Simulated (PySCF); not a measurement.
# Energy of Cl (chlorine, neutral) between two integer charges

The 3p beta orbital of [Ne] 3s2 3p5 is emptied in steps (occupation f), with all orbitals relaxed, ending at [Ne] 3s2 3p4. Calculation: PySCF 2.14, in x2c-TZVPall; scalar relativity by spin-free X2C-1e. The exact energy is a straight line in f; departures are measured from the line between the end points of the same method.

**Question.** Among UHF, LDA, PBE, PBE0, r2SCAN, LC-wPBE, BHandHLYP, wB97X, BLYP, TPSS, which shows the largest delocalisation error (convex curve), and which is closest to linear?

**Answer.** Most convex: LDA (-1.232 eV at f = 0.4); closest to linear: LC-wPBE (-0.122 eV).

| f | UHF (eV) | LDA (eV) | PBE (eV) | PBE0 (eV) | r2SCAN (eV) | LC-wPBE (eV) | BHandHLYP (eV) | wB97X (eV) | BLYP (eV) | TPSS (eV) |
| --- | --- | --- | --- | --- | --- | --- | --- | --- | --- | --- |
| 1 | 0.000 | 0.000 | 0.000 | 0.000 | 0.000 | 0.000 | 0.000 | 0.000 | 0.000 | 0.000 |
| 0.8 | 0.196 | -0.818 | -0.792 | -0.548 | -0.735 | -0.087 | -0.321 | -0.150 | -0.803 | -0.763 |
| 0.6 | 0.286 | -1.230 | -1.186 | -0.820 | -1.092 | -0.127 | -0.484 | -0.225 | -1.207 | -1.142 |
| 0.4 | 0.278 | -1.232 | -1.183 | -0.816 | -1.076 | -0.122 | -0.487 | -0.226 | -1.208 | -1.138 |
| 0.2 | 0.181 | -0.822 | -0.785 | -0.540 | -0.701 | -0.077 | -0.328 | -0.154 | -0.806 | -0.754 |
| 0 | 0.000 | 0.000 | 0.000 | 0.000 | 0.000 | 0.000 | 0.000 | 0.000 | 0.000 | 0.000 |

```tsv
method	E(f=0) − E(f=1) (eV)	−ε at f=1 (eV)	−ε at f=0.4 (eV)
UHF	11.760	13.024	11.490
LDA	13.177	8.081	14.195
PBE	12.939	7.991	13.947
PBE0	12.936	9.502	13.639
r2SCAN	12.995	8.371	13.990
LC-wPBE	13.032	12.475	13.164
BHandHLYP	12.858	10.865	13.245
wB97X	12.973	12.033	13.152
BLYP	12.864	7.853	13.867
TPSS	12.926	8.152	13.903
```

Reference removal energy between the ground levels: 12.968 eV (measured; NIST Atomic Spectra Database, ionization energies). The calculation has no spin-orbit coupling. UHF lacks correlation.
